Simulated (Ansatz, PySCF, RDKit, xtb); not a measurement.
# CHAlS−: from the formula to a structure

Task: start from the formula CHAlS− (charge -1, odd number of electrons), draw up candidate structures, narrow them down in stages, and characterise the one that lies lowest at 600 K.

The funnel: GFN2-xTB relaxations, single points with a density functional, relaxations at PBE0-D3(BJ)/def2-SVPD, harmonic vibrations, and a last energy at a higher level. All values are calculated.

3 further runs of the same task are left out: 3 set aside as unsound or not needed.

### Step 1. Drawing up candidates

A program enumerates the bonding patterns with one Lewis structure each (two rings at most, one unusual centre or charged pair), with their diastereomers. O–O, O–halogen and N–halogen bonds and N–N–N chains are not drawn. That gives 7 candidates.

| label | SMILES | spin |
| --- | --- | --- |
| c023 | [C-]1=[S][AlH]1 | doublet |
| c072 | [C-]1=[SH][Al]1 | doublet |
| c171 | [C-]#[S][AlH] | doublet |
| c317 | [AlH][C-]=S | doublet |
| c756 | [Al][CH][S-] | doublet |
| c802 | [CH-]1[Al][S]1 | doublet |
| c892 | [CH][Al][S-] | doublet |

Candidates are built by distance geometry, with a force field where one applies, in up to four conformers (letters a to d). 16 starts with atoms placed at random are added, to find patterns that the rules miss.

Q: Predict the outcome of this search (final energies at CCSD(T)/def2-SVPD + MP2/def2-TZVPPD - MP2/def2-SVPD).

| quantity | value |
| --- | --- |
| lowest structure found | [CH-]1[Al][S]1, doublet, Cs |
| next finalist | [CH][Al][S-], doublet, 8.1 kcal/mol higher in G |
| share at equilibrium, among the finalists | 99.9 % |
| harmonic wavenumbers, lowest and highest (PBE0-D3(BJ)/def2-SVPD) | 247 and 3132 cm⁻¹ |
| rotational constants, same geometry | 0.7152, 0.1928, 0.1518 cm⁻¹ |
| HOMO energy (highest over α and β) (PBE0/def2-TZVPD) | 0.13 eV |
| LUMO energy (lowest over α and β) (PBE0/def2-TZVPD) | 3.03 eV |
| lowest excitation (TD-PBE0/def2-SVPD) | 2.04 eV (f = 0.001) |
| strongest of the states computed, same level | 2.33 eV (f = 0.012) |
| vertical detachment energy | 1.73 eV |
| vertical quartet less doublet | +2.18 eV |

The lowest structure found is `[CH-]1[Al][S]1`. The margin of 8.1 kcal/mol over the next finalist is beyond the usual error of the last level; it says nothing of structures that weren't ranked. HF/STO-3G, r2SCAN-D4/def2-SVPD, PBE0-D3(BJ)/def2-SVPD, HF/def2-SVPD and MP2/def2-SVPD already put its bonding pattern lowest among the structures in one piece; GFN2-xTB favours the doublet [CH][Al][S-]. A large T1 diagnostic among the finalists warns that one reference determinant may not suffice. It concerns: the finalist [CH][Al][S-] (doublet); the finalist [AlH][C-]=S (doublet). In an anion, excitations above the detachment energy lie in the continuum and hang on the basis, so they needn't be bound states. The stability test raises a flag; for an open shell a flag towards a general spinor solution can be the free rotation of the spin. The search is not exhaustive (a finite list of starts, one conformer a finalist), so a lower isomer can't be ruled out.
